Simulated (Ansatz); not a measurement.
How far each method lies from UCCSDT(Q) for [OH···H···CH2], triplet

Geometry: a point of a hydrogen-transfer path between rigid fragments, not a stationary point.

```tsv
atom	x (Å)	y (Å)	z (Å)
O	-1.1967	-0.0291	0.0000
H	-1.4460	0.8974	0.0000
H	-0.2371	-0.0291	0.0000
C	1.4263	-0.0291	0.0000
H	1.8408	-0.0291	0.9962
H	1.8408	-0.0291	-0.9962
```

Basis cc-pVDZ; Ansatz 0.2.0. Correlated methods freeze the noble-gas cores, which leaves 14 electrons in 46 orbitals. R marks a restricted (for open shells ROHF) determinant, U an unrestricted one. Active spaces: pair = (4e, 4o) about the gap.

Full CI isn't at hand for all of this; UCCSDT(Q) serves as the reference, and is uncertain by about the last step of the cluster series. The frozen core follows each run's orbitals, which can shift R against U totals by a few meV.

For open shells CISD is restricted-active-space CI with the open shells as a complete middle space.

The UHF ⟨S²⟩ is 2.019. The T1 diagnostic (RCCSD) is 0.0175. The largest doubles amplitude (RCCSD) is 0.047 and the T1 diagnostic (UCCSD) is 0.0105.

| level | E − E(UCCSDT(Q)) (kJ/mol) | share of correlation (%) | wall time |
| --- | --- | --- | --- |
| RHF | 901.2 | 0.00 | – |
| UHF | 884.6 | 1.84 | – |
| RMP2 | 95.9 | 89.36 | – |
| UMP2 | 94.6 | 89.50 | – |
| CISD | 85.0 | 90.57 | 6 s |
| RCCSD | 18.0 | 98.00 | – |
| UCCSD | 17.7 | 98.03 | – |
| RCCSD(T) | 3.2 | 99.64 | 7 s |
| UCCSD(T) | 3.1 | 99.65 | 6.5 s |
| BCCD(T) | 3.2 | 99.64 | 2.4 s |
| RCCSDT | 1.6 | 99.82 | – |
| UCCSDT | 1.6 | 99.83 | – |
| RCCSDT(Q) | 0.1 | 99.99 | 80 s |
| CASSCF (pair space) | 846.2 | 6.10 | – |
| NEVPT2 (pair space) | 97.5 | 89.19 | 1.4 s |
| MRCISD (pair space) | 77.0 | 91.46 | – |
| MRCISD+Q (pair space) | 8.8 | 99.03 | 1.9 s |

The correlation energy at UCCSDT(Q), counted from RHF, is -9.340 eV. That run took 66 s on 1 thread of Intel Xeon Platinum 8175M, shared host.

Times hold each run's SCF and search for its determinant on a shared host, so for small cases they say little of a method's own cost; they ran on 1 thread of Intel Xeon Platinum 8175M.
